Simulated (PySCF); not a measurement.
C₃H₇, SMILES C[CH]C (connectivity only; charge and spin as stated), charge +1, multiplicity 1.

Geometry optimised at PBE-D3(BJ)/def2-TZVP. The multiplicity is an assumed one; other spin states were not compared. The isomer is the one that the SMILES or the coordinates give; other isomers of the formula were not compared.

Two levels are set side by side: PBE/def2-TZVPD (PySCF) and PBE0/def2-TZVPD (PySCF). Same geometry, gas phase. Differences are taken from unrounded values.

| quantity | PBE0 |
|---|---|
| orbital gap (eV) | 7.47 |
| highest occupied level (eV) | -16.70 |
| lowest empty level (eV) | -9.23 |
| mean polarisability (bohr³) | 35.3 |

### Question
What does PBE give, and how far is it from PBE0? (An estimate is asked for; the answer gives what the named calculation found.)

### Answer

| quantity | PBE | PBE minus PBE0 |
|---|---|---|
| orbital gap (eV) | 4.88 | -2.59 |
| highest occupied level (eV) | -15.17 | 1.53 |
| lowest empty level (eV) | -10.29 | -1.06 |
| mean polarisability (bohr³) | 36.5 | 1.2 |

PBE's occupied levels lie high since its potential decays too fast outside the molecule; exact exchange lowers them and widens the gap. Loosely held outer electrons make PBE densities more polarisable. Differences between two approximate levels are no errors against the true value.

Rough cost on one machine, each run with all the roots and properties that it gave: PBE0 against PBE within a factor of 2.
